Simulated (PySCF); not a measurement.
# input.py for BH⁺

The script input.py:

```python
from pyscf import gto, scf

mol = gto.M(
    atom='B 0 0 0; H 0 0 1.383',
    basis='6-311++g**',
    charge=1,
    spin=1,
    symmetry=True,
    verbose=4,
)
mf = scf.UHF(mol)
mf.kernel()
mf.analyze()
print('orbital energies (hartree):', [e[max(0, n-3):n+3].round(4) for e, n in zip(mf.mo_energy, mol.nelec)])
```

```bash
$ OMP_NUM_THREADS=1 python input.py
```

Output (some set-up lines and the per-cycle HOMO/LUMO lines with their warnings removed):

```
PySCF version 2.14.0

[INPUT] Symbol           X                Y                Z      unit          X                Y                Z       unit  Magmom
[INPUT]  1 B      0.000000000000   0.000000000000   0.000000000000 AA    0.000000000000   0.000000000000   0.000000000000 Bohr   0.0
[INPUT]  2 H      0.000000000000   0.000000000000   1.383000000000 AA    0.000000000000   0.000000000000   2.613491230273 Bohr   0.0

nuclear repulsion = 1.91314971409978
point group symmetry = Coov
symmetry origin: [0.         0.         0.43558187]
symmetry axis x: [1. 0. 0.]
symmetry axis y: [0. 1. 0.]
symmetry axis z: [0. 0. 1.]
num. orbitals of irrep A1 = 15
num. orbitals of irrep E1x = 6
num. orbitals of irrep E1y = 6
num. orbitals of irrep E2x = 1
num. orbitals of irrep E2y = 1
number of shells = 15
number of NR pGTOs = 44
number of NR cGTOs = 29
basis = 6-311++g**
ecp = {}

******** <class 'pyscf.scf.uhf_symm.SymAdaptedUHF'> ********
method = SymAdaptedUHF
initial guess = minao
damping factor = 0
level_shift factor = 0
DIIS = <class 'pyscf.scf.diis.CDIIS'>
SCF conv_tol = 1e-09
SCF max_cycles = 50
number electrons alpha = 3  beta = 2
Freeze 0 electrons in irreps []
    5 free electrons in irreps A1 E1x E1y E2x E2y
init E= -24.8467690689354

cycle= 1 E= -24.7350043561187  delta_E= 0.112  |g|= 0.202  |ddm|= 0.646
cycle= 2 E= -24.794525261403  delta_E= -0.0595  |g|= 0.0684  |ddm|= 0.418
cycle= 3 E= -24.8038145724032  delta_E= -0.00929  |g|= 0.0305  |ddm|= 0.14
cycle= 4 E= -24.8064017090708  delta_E= -0.00259  |g|= 0.0117  |ddm|= 0.0795
cycle= 5 E= -24.8068404304226  delta_E= -0.000439  |g|= 0.00592  |ddm|= 0.0298
cycle= 6 E= -24.8069756866748  delta_E= -0.000135  |g|= 0.00194  |ddm|= 0.0215
cycle= 7 E= -24.8069877969434  delta_E= -1.21e-05  |g|= 0.00067  |ddm|= 0.00655
cycle= 8 E= -24.8069890942029  delta_E= -1.3e-06  |g|= 6.54e-05  |ddm|= 0.00268
cycle= 9 E= -24.8069891013808  delta_E= -7.18e-09  |g|= 1.1e-05  |ddm|= 0.000152
cycle= 10 E= -24.8069891016127  delta_E= -2.32e-10  |g|= 2.35e-06  |ddm|= 3.79e-05
Extra cycle  E= -24.8069891016215  delta_E= -8.81e-12  |g|= 1.17e-06  |ddm|= 4.45e-06
converged SCF energy = -24.8069891016215  <S^2> = 0.76637808  2S+1 = 2.0163116
**** SCF Summaries ****
Total Energy =                         -24.806989101621468
Nuclear Repulsion Energy =               1.913149714099783
One-electron Energy =                  -34.533900864238319
Two-electron Energy =                    7.813762048517066
Two-electron Coulomb Energy =           11.688863805498116
DFT Exchange-Correlation Energy =       -3.875101756981049
**** MO energy ****
alpha MO #1 (A1 #1), energy= -8.12747275472441 occ= 1
alpha MO #2 (A1 #2), energy= -0.975883347432774 occ= 1
alpha MO #3 (A1 #3), energy= -0.794742642406217 occ= 1
alpha MO #4 (E1x #1), energy= -0.264836465803156 occ= 0
alpha MO #5 (E1y #1), energy= -0.264836465803156 occ= 0
alpha MO #6 (A1 #4), energy= -0.111664525335035 occ= 0
[23 lines left out]
beta  MO #1 (A1 #1), energy= -8.1030000242974 occ= 1
beta  MO #2 (A1 #2), energy= -0.905277357048531 occ= 1
beta  MO #3 (A1 #3), energy= -0.284866168311298 occ= 0
beta  MO #4 (E1x #1), energy= -0.231603135796893 occ= 0
beta  MO #5 (E1y #1), energy= -0.231603135796893 occ= 0
[24 lines left out]
 ** Mulliken pop alpha/beta on meta-lowdin orthogonal AOs **
 ** Mulliken pop       alpha | beta **
pop of  0 B 1s        1.00000 | 0.99995
pop of  0 B 2s        0.83618 | 0.54677
pop of  0 B 3s        0.00591 | 0.00204
pop of  0 B 4s        0.00017 | 0.00013
pop of  0 B 5s        0.00008 | 0.00012
pop of  0 B 2px       0.00000 | 0.00000
pop of  0 B 2py       0.00000 | 0.00000
pop of  0 B 2pz       0.65362 | 0.14416
pop of  0 B 3px       0.00000 | 0.00000
pop of  0 B 3py       0.00000 | 0.00000
pop of  0 B 3pz       0.01093 | 0.00343
pop of  0 B 4px       0.00000 | 0.00000
[17 lines left out]
In total             3.00000 | 2.00000
 ** Mulliken atomic charges   ( Nelec_alpha | Nelec_beta ) **
charge of  0B =      0.79114  (     2.51054      1.69832 )
charge of  1H =      0.20886  (     0.48946      0.30168 )

WARN: System has nonzero charge 1; the dipole moment is origin-dependent.
Location of origin: [0. 0. 0.]

Dipole moment(X, Y, Z, Debye):  0.00000,  0.00000,  1.09380
orbital energies (hartree): [array([-8.1275, -0.9759, -0.7947, -0.2648, -0.2648, -0.1117]), array([-8.103 , -0.9053, -0.2849, -0.2316, -0.2316])]
```

In short: E(SCF) = -24.806989 Eh, 10 cycles, ⟨S²⟩ = 0.766.

It ran on Intel Xeon Platinum 8488C (1 thread, shared host) in 0.83 s.

The bond length is a typed value, not an optimised one. The dipole of an ion depends on the origin. No search for the lowest solution was made.
